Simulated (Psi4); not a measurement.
Psi4 input (wB97X-D/6-311+G**):

```
memory 1500 MB

molecule {
0 2
Si    0.21612307    0.20976238    0.22258598
F    -0.72085928   -0.74673103    1.07691475
F    -0.71439787    1.11947221   -0.68804678
F     1.09906570   -0.69903821   -0.73511283
symmetry c1
no_reorient
no_com
}

set {
  basis 6-311+G**
  reference uks
  scf_type pk
  dft_radial_points 99
  dft_spherical_points 590
  e_convergence 1e-8
  d_convergence 1e-7
  maxiter 150
}

e = energy('wb97x-d')
print_out(f'\nFINAL {e:.10f} DIPOLE {variable("CURRENT DIPOLE")[0]:.6f} {variable("CURRENT DIPOLE")[1]:.6f} {variable("CURRENT DIPOLE")[2]:.6f}\n')
```

Q: What final total energy does it give?

A: -589.15403 Eh.
